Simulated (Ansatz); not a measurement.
The first iterations of a band of CH4AlO (7 atoms, charge 0, multiplicity 2).

All numbers below come from UKS PBE-D4/6-31G* in Ansatz 0.2.0.

- movable images: 5
- climbing image: yes
- spring: 5.0 eV/Å²
- optimiser: quadratic models (default)
- start path: through a guess of the saddle point
- force threshold: 0.03 eV/Å
- iteration limit: 60
- end points: relaxed

First end point:

```xyz
7
Properties=species:S:1:pos:R:3
C -0.523 0.677 -0.042
O -0.420 -0.584 -0.688
Al 0.779 -1.801 -0.413
H -0.471 1.488 -0.794
H 0.278 0.848 0.706
H -1.498 0.755 0.474
H 1.915 -1.452 0.712
```

Last end point:

```xyz
7
Properties=species:S:1:pos:R:3
C -0.785 0.359 0.680
O -0.932 -0.700 -0.145
Al 0.767 -0.392 -0.728
H 0.885 0.312 -2.152
H -0.417 0.191 1.708
H -1.395 1.257 0.492
H 1.937 -1.095 0.098
```

| iteration | highest image above the first end (eV) | largest band force component (eV/Å) |
| --- | --- | --- |
| 1 | 3.388 | 4.117 |
| 2 | 2.165 | 2.167 |
| 3 | 1.622 | 1.083 |
| 4 | 1.456 | 0.903 |
| 5 | 1.266 | 1.050 |
| 6 | 1.138 | 0.584 |
| 7 | 1.119 | 0.502 |
| 8 | 1.204 | 0.615 |
| 9 | 1.270 | 0.597 |

Question: Does the band converge within its limit, and where does its top end?

Answer: The run converged. It ended after 28 iterations with the highest image 1.354 eV above the first end. The profile has 2 maxima (images 2, 4) with wells between them (image 3): this band takes more than one step, which may be the mechanism or a detour left from its start path. Neighbouring images differ by up to 1.3 eV, so the band resolves the path poorly. A vibrational analysis at the climbing image gives one clearly imaginary mode, 723i cm⁻¹: a first-order saddle point.

The run took 5.2 min on 1 thread of Arm Neoverse V1, on a shared host, peak memory 0.22 GiB.
